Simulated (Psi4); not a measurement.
# OF (Oxygen monofluoride) at UCAM-B3LYP/aug-cc-pVTZ

Aim: the vertical doublet–quartet gap of OF (Oxygen monofluoride) at UCAM-B3LYP/aug-cc-pVTZ, from 2 runs. 

The results are computed with Psi4 1.11.

## 1. The system as given

The species is OF (2 atoms), meant as a doublet with charge 0. SMILES: `[O]F`. The coordinates come from a PBE0-D4/def2-TZVP relaxation.

Bond lengths: O1–F2 1.330 Å.

## 2. Energy and gradient at UCAM-B3LYP/aug-cc-pVTZ

input.json

```json
{
  "schema_name": "qcschema_input",
  "schema_version": 1,
  "molecule": {
    "schema_name": "qcschema_molecule",
    "schema_version": 2,
    "symbols": ["O", "F"],
    "geometry": [0.0, 0.0, -0.03014113, 0.0, 0.0, 2.48385602],
    "molecular_charge": 0,
    "molecular_multiplicity": 2,
    "fix_symmetry": "c1",
    "fix_com": true,
    "fix_orientation": true
  },
  "driver": "gradient",
  "model": {
    "method": "cam-b3lyp",
    "basis": "aug-cc-pVTZ"
  },
  "keywords": {
    "reference": "uks",
    "puream": true,
    "e_convergence": 1e-09,
    "d_convergence": 1e-08,
    "scf_type": "pk",
    "dft_radial_points": 99,
    "dft_spherical_points": 590,
    "maxiter": 100,
    "scf_properties": ["MAYER_INDICES", "LOWDIN_CHARGES", "QUADRUPOLE"]
  }
}
```

The run is started by

```bash
$ psi4 --qcschema input.json -n 1 --memory 2200MB
```

stdout:

```text
[...]
  Running in c1 symmetry.
[...]
  Nuclear repulsion =   28.639650605809155
[...]
  Multiplicity = 2
[...]
  Nalpha       = 9
  Nbeta        = 8
[...]
    Number of basis functions: 92
[...]
   @UKS iter   1:  -174.86781860293951   -4.24652e-01   3.20743e-03 DIIS/ADIIS
[...]
   @UKS iter  12:  -174.90290422754336   -1.64277e-11   5.57145e-09 DIIS
[...]
   @S^2 Observed:                7.534744888E-01
[...]
    Orbital Energies [Eh]
    ---------------------
    Alpha Occupied:
       1A    -24.872946     2A    -19.379449     3A     -1.430838
       4A     -1.044029     5A     -0.653692     6A     -0.653663
       7A     -0.620284     8A     -0.473067     9A     -0.419006
    Alpha Virtual:
      10A      0.018787    11A      0.082511    12A      0.117864
      13A      0.122615    14A      0.126904    15A      0.188285
      16A      0.195044    17A      0.197166    18A      0.347818
      19A      0.518795    20A      0.518973    21A      0.646078
      22A      0.658438    23A      0.658774    24A      0.741447
      25A      0.770290    26A      0.790273    27A      0.847744
[...]
  @UKS Final Energy:  -174.90290422754336
   => Energetics <=
    Nuclear Repulsion Energy =             28.6396506058091553
    One-Electron Energy =                -299.0419602495025515
    Two-Electron Energy =                 109.5171427882540343
    DFT Exchange-Correlation Energy =     -14.0177373721039675
    Empirical Dispersion Energy =           0.0000000000000000
    VV10 Nonlocal Energy =                  0.0000000000000000
    Total Energy =                       -174.9029042275433312
[...]
 Multipole Moments:
 ------------------------------------------------------------------------------------
     Multipole            Electronic (a.u.)      Nuclear  (a.u.)        Total (a.u.)
 ------------------------------------------------------------------------------------
 L = 1.  Multiply by 2.5417464519 to convert [e a0] to [Debye]
 Dipole X            :          0.0000000            0.0000000            0.0000000
 Dipole Y            :          0.0000000            0.0000000            0.0000000
 Dipole Z            :        -22.0940139           22.1135751            0.0195612
 Magnitude           :                                                    0.0195612
 L = 2.  Multiply by 1.3450342976 to convert [e a0^2] to [Debye ang]
 Quadrupole XX       :         -7.1061237            0.0000000           -7.1061237
 Quadrupole XY       :          0.0488375            0.0000000            0.0488375
[...]
  -Total Gradient:
     Atom            X                  Y                   Z
    ------   -----------------  -----------------  -----------------
       1       -0.000000000000     0.000000000000     0.005778922866
       2        0.000000000000     0.000000000000    -0.005779028495
[...]
```

The result, in JSON:

```text
{
 "driver": "gradient",
 "model": {
  "method": "cam-b3lyp",
  "basis": "aug-cc-pVTZ"
 },
 "success": true,
 "return_result": [-2.30189721702042e-14, 1.2743392409420837e-14, 0.005778922866440828, 1.5228942485445157e-13, 3.0620520283754764e-15, -0.005779028495154215],
 "properties": {
  "calcinfo_nbasis": 92,
  "calcinfo_nmo": 92,
  "calcinfo_nalpha": 9,
  "calcinfo_nbeta": 8,
  "calcinfo_natom": 2,
  "nuclear_repulsion_energy": 28.639650605809155,
  "return_energy": -174.90290422754336,
  "return_gradient": [-2.30189721702042e-14, 1.2743392409420837e-14, 0.005778922866440828, 1.5228942485445157e-13, 3.0620520283754764e-15, -0.005779028495154215],
  "scf_one_electron_energy": -299.04196024950255,
  "scf_two_electron_energy": 109.51714278825403,
  "scf_xc_energy": -14.017737372103968,
  "scf_dipole_moment": [1.4848561266870265e-15, 2.083096338683408e-15, 0.019561215112908314],
  "scf_total_energy": -174.90290422754336,
  "scf_total_gradient": [-2.30189721702042e-14, 1.2743392409420837e-14, 0.005778922866440828, 1.5228942485445157e-13, 3.0620520283754764e-15, -0.005779028495154215],
  "scf_iterations": 12
 }
}
```

It took 47 s on 1 thread of Intel Xeon at 2.50GHz (Skylake/Cascade Lake), shared host; peak memory 0.72 GiB.

## 3. The quartet: the energy at UCAM-B3LYP/aug-cc-pVTZ

input.dat

```
memory 2200 mb

molecule molecule1 {
  0 4
  O      0.000000     0.000000    -0.015950
  F      0.000000     0.000000     1.314400
  symmetry c1
  no_reorient
  no_com
}

set {
  basis                aug-cc-pVTZ
  reference            uks
  puream               true
  e_convergence        1e-09
  d_convergence        1e-08
  scf_type             pk
  dft_radial_points    99
  dft_spherical_points 590
  maxiter              100
}

result, w = energy('cam-b3lyp', return_wfn=True)
oeprop(w, 'DIPOLE', 'MAYER_INDICES', 'LOWDIN_CHARGES')
```

The run is started by

```bash
$ psi4 -n 1 input.dat output.dat
```

output.dat:

```text
[...]
  Running in c1 symmetry.
[...]
  Nuclear repulsion =   28.639650594384939
[...]
  Multiplicity = 4
[...]
  Nalpha       = 10
  Nbeta        = 7
[...]
    Number of basis functions: 92
[...]
   @UKS iter   1:  -174.72883080911939   -2.85664e-01   2.06548e-03 DIIS/ADIIS
[...]
   @UKS iter  12:  -174.74844081671489   -6.25278e-13   1.23304e-09 DIIS
[...]
   @S^2 Observed:                3.760773122E+00
[...]
    Orbital Energies [Eh]
    ---------------------
    Alpha Occupied:
       1A    -24.830111     2A    -19.394535     3A     -1.436839
       4A     -1.091995     5A     -0.703570     6A     -0.655838
       7A     -0.655838     8A     -0.485809     9A     -0.485809
      10A     -0.236747
    Alpha Virtual:
      11A      0.077165    12A      0.105640    13A      0.114345
      14A      0.114345    15A      0.185940    16A      0.196643
      17A      0.196643    18A      0.346714    19A      0.503621
      20A      0.503621    21A      0.638840    22A      0.638840
      23A      0.642367    24A      0.730092    25A      0.730092
[...]
  @UKS Final Energy:  -174.74844081671489
   => Energetics <=
    Nuclear Repulsion Energy =             28.6396505943849391
    One-Electron Energy =                -299.0473059749713229
    Two-Electron Energy =                 109.7365916608886209
    DFT Exchange-Correlation Energy =     -14.0773770970170915
    Empirical Dispersion Energy =           0.0000000000000000
    VV10 Nonlocal Energy =                  0.0000000000000000
    Total Energy =                       -174.7484408167148615
[...]
 Multipole Moments:
 ------------------------------------------------------------------------------------
     Multipole            Electronic (a.u.)      Nuclear  (a.u.)        Total (a.u.)
 ------------------------------------------------------------------------------------
 L = 1.  Multiply by 2.5417464519 to convert [e a0] to [Debye]
 Dipole X            :          0.0000000            0.0000000            0.0000000
 Dipole Y            :          0.0000000            0.0000000            0.0000000
 Dipole Z            :        -22.3112791           22.1135751           -0.1977039
 Magnitude           :                                                    0.1977039
[...]
```

Run time: 26 s. Hardware: 1 thread of Intel Xeon at 2.50GHz (Skylake/Cascade Lake), shared host; peak memory 0.72 GiB.

## 4. What came out

At UCAM-B3LYP/aug-cc-pVTZ:

```
                                        quantity          value
                           doublet: total energy  -174.90290 Eh
                          doublet: dipole moment         0.05 D
     doublet: HOMO energy (highest over α and β)      -10.83 eV
      doublet: LUMO energy (lowest over α and β)       -3.54 eV
                                   doublet: ⟨S²⟩          0.753
               doublet: largest force on an atom     0.297 eV/Å
                           quartet: total energy  -174.74844 Eh
                          quartet: dipole moment         0.50 D
     quartet: HOMO energy (highest over α and β)       -6.44 eV
      quartet: LUMO energy (lowest over α and β)       -3.28 eV
                                   quartet: ⟨S²⟩          3.761
vertical energy of the quartet above the doublet       4.203 eV
```

In words: At this shape the quartet lies 4.20 eV (97 kcal/mol) above the doublet. The largest force (doublet) is 0.30 eV/Å: the shape isn't a stationary point for this species at this level.
